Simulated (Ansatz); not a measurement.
## PH⁻, sextet: the ladder up to UCCSDT(Q)

Geometry: that of the PH⁻, quartet, kept fixed. The quartet lies 6.1 eV lower here.

```json
{"atom": "P", "x (Å)": "0.0000", "y (Å)": "0.0000", "z (Å)": "0.0000"}
{"atom": "H", "x (Å)": "0.0000", "y (Å)": "0.0000", "z (Å)": "1.5586"}
```

Basis aug-cc-pVTZ; Ansatz 0.2.0. Only valence electrons are correlated (noble-gas cores frozen), which leaves 7 electrons in 68 orbitals. Prefix R: restricted or restricted open-shell reference; prefix U: unrestricted. Active spaces: frontier = (7e, 11o) about the gap. This anion state lies near or above the neutral species, so the extra electron is weakly bound or unbound and the energies hang on the diffuse functions.

Full CI isn't at hand for all of this; UCCSDT(Q) serves as the reference, and is uncertain by the last step of the cluster series or more. The frozen core follows each run's orbitals, which can shift R against U totals by a few meV.

* UHF ⟨S²⟩: 8.756
* T1 diagnostic (RCCSD): 0.0284
* largest doubles amplitude (RCCSD): 0.043
* T1 diagnostic (UCCSD): 0.0322

```json
{"level": "UHF", "E − E(RHF) (eV)": "-0.0778"}
{"level": "RMP2", "E − E(RHF) (eV)": "-2.6482"}
{"level": "UMP2", "E − E(RHF) (eV)": "-2.6132"}
{"level": "RCCSD", "E − E(RHF) (eV)": "-3.1773"}
{"level": "UCCSD", "E − E(RHF) (eV)": "-3.1801"}
{"level": "RCCSD(T)", "E − E(RHF) (eV)": "-3.3123"}
{"level": "UCCSD(T)", "E − E(RHF) (eV)": "-3.3139"}
```

Task: Estimate how far UCCSDT(Q) in aug-cc-pVTZ lies from RCCSD(T). The table doesn't fix it; the size of (T) and the diagnostics are the guide.

Result: UCCSDT(Q) in aug-cc-pVTZ lies 34 meV below RCCSD(T), which is 25 % of the (T) step (-135 meV). The diagnostics are small and one determinant leads, so the series closes fast and only a small part of (T) is left.

The other levels:

```
                  level  E − E(UCCSDT(Q)) (meV)  share of correlation (%)  wall time
                BCCD(T)                      33                     99.01        7 s
                 RCCSDT                       8                     99.77          –
                 UCCSDT                       6                     99.83          –
              RCCSDT(Q)                       2                     99.94       44 s
CASSCF (frontier space)                    1579                     52.81          –
NEVPT2 (frontier space)                     416                     87.57        8 s
```

The correlation energy at UCCSDT(Q), counted from RHF, is -3.346 eV. That run took 46 s on 1 thread of Arm Neoverse V2, shared host.

Times hold each run's SCF and search for its determinant on a shared host, so for small cases they say little of a method's own cost; they ran on 1 thread of Arm Neoverse V2.
